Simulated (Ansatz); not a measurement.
## C₄H₃FS, SMILES F/C=C/C=C=S: a ranking of conformers, step by step

With Ansatz's Python interface.

Notebook, run cell by cell (the value of a cell's last expression is shown):

In [1]:
```python
import ansatz as az
from rdkit import Chem
from rdkit.Chem import AllChem
```

In [2]:
```python
rd = Chem.AddHs(Chem.MolFromSmiles("F/C=C/C=C=S"))
ids = list(AllChem.EmbedMultipleConfs(rd, numConfs=20, randomSeed=538, pruneRmsThresh=0.4))
field = [energy for _, energy in AllChem.MMFFOptimizeMoleculeConfs(rd)]
distinct = {round(e, 2): i for i, e in zip(ids, field)}
chosen = sorted(distinct.items())[:4]
found = []
for force_field, index in chosen:
    c4h3fs = az.Crystal.molecule()
    for atom, xyz in zip(rd.GetAtoms(), rd.GetConformer(index).GetPositions()):
        c4h3fs = c4h3fs.atom(atom.GetSymbol(), xyz.round(5).tolist())
    calculation = (
        c4h3fs.calculation()
        .basis(gaussian="def2-SVP")
        .functional("pbe0")
    )
    found.append(calculation.run(threads=1).report["free_energy_ev"])
print("conformer   MMFF (kcal/mol)   this level (eV)")
for (force_field, index), e in zip(chosen, found):
    print(f"{index:9d} {force_field - chosen[0][0]:17.2f} {(e - min(found)):17.3f}")
```
```text
conformer   MMFF (kcal/mol)   this level (eV)
        2              0.00             0.000
        1              1.28             0.081
```

The conformers keep their force-field geometries. It ran for 6.5 s on 1 thread of Arm Neoverse V1 (shared host), peak memory 0.31 GiB.
